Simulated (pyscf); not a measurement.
Thermochemistry of product channels of GaH [singlet] + silanol (HO–SiH₃) on the singlet surface, in eV, from ωB97M-D3(BJ)/def2-TZVP energies (ideal gas, 1 atm, RRHO with modes under 100 cm⁻¹ raised to 100, one conformer, R ln 2 for chiral ones without a mode under 150 cm⁻¹). PySCF, gas phase, ωB97X-D3(BJ)/def2-SVP geometries.

| products | ΔE | ΔH(298 K) | ΔG(298 K) | ΔG(600 K) |
|---|---|---|---|---|
| H₃Si–O–GaH₂ | -1.49 | -1.50 | -1.10 | … |
| H₃Si–O–Ga [singlet] + hydrogen (H₂) | … | -1.58 | -1.49 | -1.42 |

Question: Some entries are withheld; supply them.

Answer: 
- H₃Si–O–GaH₂, ΔG(600 K): -0.69
- H₃Si–O–Ga [singlet] + hydrogen (H₂), ΔE: -1.52

These are energies of the channels, which say nothing of barriers. Elements up to Kr have no core potential and no relativistic terms here.
